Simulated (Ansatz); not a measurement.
How far each method lies from UCCSDT(Q) for H2Si–AlH2, doublet

Geometry: displaced at random from a stationary point.

| atom | x (Å) | y (Å) | z (Å) |
| --- | --- | --- | --- |
| Si | 0.0028 | -0.0634 | 1.2098 |
| Al | 0.0019 | 0.0237 | -1.2410 |
| H | 1.2542 | 0.5417 | 1.8369 |
| H | -1.2571 | 0.4788 | 1.8667 |
| H | -0.0952 | 1.4276 | -2.0755 |
| H | -0.0315 | -1.3165 | -2.1182 |

Basis cc-pVDZ; Ansatz 0.2.0. Only valence electrons are correlated (noble-gas cores frozen), which leaves 11 electrons in 46 orbitals. Prefix R: restricted or restricted open-shell reference; prefix U: unrestricted. Active spaces: frontier = (9e, 9o) about the gap.

Full CI isn't at hand for all of this; UCCSDT(Q) serves as the reference, and is uncertain by the last step of the cluster series or more. The frozen core follows each run's orbitals, which can shift R against U totals by a few meV.

For open shells CISD is restricted-active-space CI with the open shells as a complete middle space.

* UHF ⟨S²⟩: 0.761
* T1 diagnostic (RCCSD): 0.0191
* largest doubles amplitude (RCCSD): 0.036
* T1 diagnostic (UCCSD): 0.0143

```csv
level,E − E(UCCSDT(Q)) (kJ/mol),share of correlation (%),wall time
RHF,532.4,0.00,–
UHF,525.9,1.23,–
RMP2,126.8,76.19,–
UMP2,126.3,76.27,–
CISD,57.2,89.26,2.6 s
RCCSD,15.1,97.17,–
UCCSD,14.9,97.20,–
RCCSD(T),3.5,99.35,2.4 s
UCCSD(T),3.4,99.36,1.8 s
BCCD(T),3.4,99.37,2.3 s
RCCSDT,0.5,99.91,–
UCCSDT,0.5,99.91,–
RCCSDT(Q),0.0,99.99,64 s
CASSCF (frontier space),380.4,28.54,–
NEVPT2 (frontier space),126.9,76.16,5.5 s
MRCISD (frontier space),31.6,94.06,–
MRCISD+Q (frontier space),1.7,99.69,9.5 s
```

The correlation energy at UCCSDT(Q), counted from RHF, is -5.518 eV. That run took 55 s on 1 thread of AMD EPYC 9B14, shared host.

Times hold each run's SCF and search for its determinant on a shared host, so for small cases they say little of a method's own cost; they ran on 1 thread of AMD EPYC 9B14.
